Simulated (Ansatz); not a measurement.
# Relaxing CsCu₂

These are results of DFT PBE, scalar-relativistic, plane waves, PAW in Ansatz 0.2.0, not measurements. Cutoff 420 eV, Γ-centred k mesh, Gaussian smearing, no spin polarisation in the final step.

CsCu₂ was placed on the fluorite structure type (Fm-3m, No. 225), with Cs in place of Ca, Cu in place of F, at a guessed volume.

```yaml
crystal:
  lattice:
    - [0.00000, 3.26356, 3.26356]
    - [3.26356, 0.00000, 3.26356]
    - [3.26356, 3.26356, 0.00000]
  atoms:
    - { symbol: Cs, position: [0.00000, 0.00000, 0.00000] }
    - { symbol: Cu, position: [0.25000, 0.25000, 0.25000] }
    - { symbol: Cu, position: [0.75000, 0.75000, 0.75000] }
```

Cell and atoms relax at zero pressure; the relaxation can't lower the symmetry of the start. After a coarse first stage the cell is made exact in the group found at 0.06 Å.

The zero of energy is the elements' standard structures at the same level; no fitted shifts are applied.

(1) What does it relax into?

(2) What are its volume, energy, density and gap?

## Answers

(1) It keeps Fm-3m (No. 225). The result has the fluorite structure. Conventional cell: a = 8.114 Å. Cs has 8 Cu at 3.51 Å; Cu has 4 Cs at 3.51 Å and 6 Cu at 4.06 Å.

```cif
data_structure
_symmetry_space_group_name_H-M 'Fm-3m'
_symmetry_Int_Tables_number 225
_cell_length_a 8.1140
_cell_length_b 8.1140
_cell_length_c 8.1140
_cell_angle_alpha 90.000
_cell_angle_beta 90.000
_cell_angle_gamma 90.000
_cell_volume 534.20
loop_
_atom_site_label
_atom_site_type_symbol
_atom_site_symmetry_multiplicity
_atom_site_Wyckoff_symbol
_atom_site_fract_x
_atom_site_fract_y
_atom_site_fract_z
_atom_site_occupancy
Cs1 Cs 4 a 0.00000 0.00000 0.00000 1
Cu1 Cu 8 c 0.25000 0.75000 0.75000 1
```

(2) The volume per atom is 44.52 Å³, the density is 3.23 g/cm³ and the energy over the elements is 1.30 eV/atom. The gap on the 10×10×10 mesh is 0 eV (a metal).

The final run used a 10×10×10 mesh on its 3-atom cell and 0.10 eV smearing. The k mesh leaves about 4 meV/atom of noise in metals. Symmetry constrained the relaxation, so the result can be a saddle point. The steps took of the order of 60 core-seconds in all.

Cost: 3 runs of about 0.94 core-minutes in all, on Arm Neoverse V2 (shared hosts).